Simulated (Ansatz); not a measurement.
For hexagonal BN, r²SCAN (Ansatz, a quantum-chemistry and plane-wave program, plane waves, PAW) gives:

```
Quantity                             Result
-----------------------------  ------------
lattice parameter a                 2.501 Å
lattice parameter c                 6.887 Å
cohesive energy                6.87 eV/atom
band gap at the measured cell       4.79 eV
```

Task: What does PBE0 in Ansatz (plane waves, PAW) give for the same quantities?

Result: 
- lattice constant a: 2.495 Å (drops by 0.2 %)
- lattice parameter c: 7.919 Å (rises by 15 %)
- cohesive energy: 6.88 eV/atom (hardly moves)
- band gap at the measured cell: 6.29 eV (rises by 1.50 eV)

For comparison: lattice constant a 2.504 Å (measured, 297 K, no zero-point or thermal correction; as tabulated in Ioffe Institute, New Semiconductor Materials archive); lattice parameter c 6.661 Å (measured, 297 K, not corrected to a static lattice; as tabulated in Ioffe Institute, New Semiconductor Materials archive); band gap 6.43 eV (measured, zero-temperature vibrational correction of 0.35 eV (computed, DFT) added back, VBM→CBM, indirect; as tabulated in Hunt et al. (2020), arXiv:2003.06608).

Changes are worked out from the printed values.

Unless a cell is named, each level is at its own relaxed cell (r²SCAN 9.33, PBE0 10.68 Å³/atom).

Density-functional gaps are differences of (generalised) Kohn–Sham levels.

Caveats: the cell comes from a level without a dispersion term, which matters for the spacing of layers, chains or molecules (r²SCAN, PBE0). Ansatz's density-functional and Hartree–Fock values are scalar-relativistic unless marked +SOC, with PAW data made under PBE.
